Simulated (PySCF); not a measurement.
**MgCl2: from structure and modes to constants**

These are results of BP86 in PySCF with Mg def2-TZVP, Cl def2-TZVP; no relativity; density-fitted integrals, not measurements.

The singlet minimum has D∞h symmetry. Masses (u): Mg 23.98504, Cl 34.96885.

```xyz
3
charge 0 multiplicity 1, angstrom
Mg    0.0000    0.0000    0.0000
Cl    0.0000    0.0000    2.1865
Cl    0.0000    0.0000   -2.1865
```

Harmonic wavenumbers (cm⁻¹): 105.4 (πu, ×2), 312.6 (σg+, ×1), 602.2 (σu+, ×1).

Problem. Find the principal moments of inertia and the rotational constants. What kind of rotor is it?

Solution. About the centre of mass I = 334.35 u Å². With B = 16.8576/I this gives 0.05042 cm⁻¹. The molecule is linear.

Problem. What is the harmonic zero-point energy?

Solution. Half the sum of all 4 wavenumbers, 1126/2 = 563 cm⁻¹, which is 6.7 kJ/mol (1 cm⁻¹ = 0.0119627 kJ/mol).
